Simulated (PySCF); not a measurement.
Species: mercapto radical, HS (doublet state).
Z-matrix (Å and degrees, PBE0-D3(BJ)/def2-SVP geometry), rows numbered from 1:
```
S 
H   1  1.3541
```

The calculation used PBE0-D3(BJ)/def2-SVP geometry optimisation, gas phase in PySCF 2.14.0.

Masses are those of the commonest isotopes; rigid-rotor values at the optimised geometry. 

Problem. What are the moment of inertia and the rotational constant?

Solution. I = 1.791 u·Å², B = 505379 MHz·u·Å²/I = 282119 MHz (9.4105 cm⁻¹, or 13.540 K as hB/k). For two atoms I = μr² with μ = 0.9770 u and r = 1.3541 Å.

If the electronic state has orbital angular momentum about the axis (Π, Δ; not determined here), the simple ladder of levels BJ(J+1) doesn't apply.

Stationary, but not proved a minimum. ⟨S²⟩ = 0.753 (exact for a doublet: 0.75). Constants of a rigid frame at the computed geometry: no zero-point averaging, no centrifugal distortion.

---

Species: HgH (doublet state).
SMILES: `[HgH]`

The calculation used PBE0-D3(BJ)/def2-SVP geometry optimisation, gas phase, def2 core potentials past Kr (PySCF 2.14.0).

Take the most abundant isotopes and a rigid rotor. 

(1) What are the moment of inertia and the rotational constant?

Answers

(1) I = 3.258 u·Å², B = 505379 MHz·u·Å²/I = 155138 MHz (5.1748 cm⁻¹, or 7.445 K as hB/k). For two atoms I = μr² with μ = 1.0028 u and r = 1.8023 Å.

If the electronic state has orbital angular momentum about the axis (Π, Δ; not determined here), the simple ladder of levels BJ(J+1) doesn't apply.

No frequency check. ⟨S²⟩ = 0.760 (exact for a doublet: 0.75). Constants of a rigid frame at the computed geometry: no zero-point averaging, no centrifugal distortion.

The run took 3.3 s wall on an Intel Xeon 6975P-C with one thread, no GPU, shared host with 192 logical CPUs at a one-minute load of 56, and the process peaked at 0.25 GiB of memory. That covers the optimisation of the geometry.
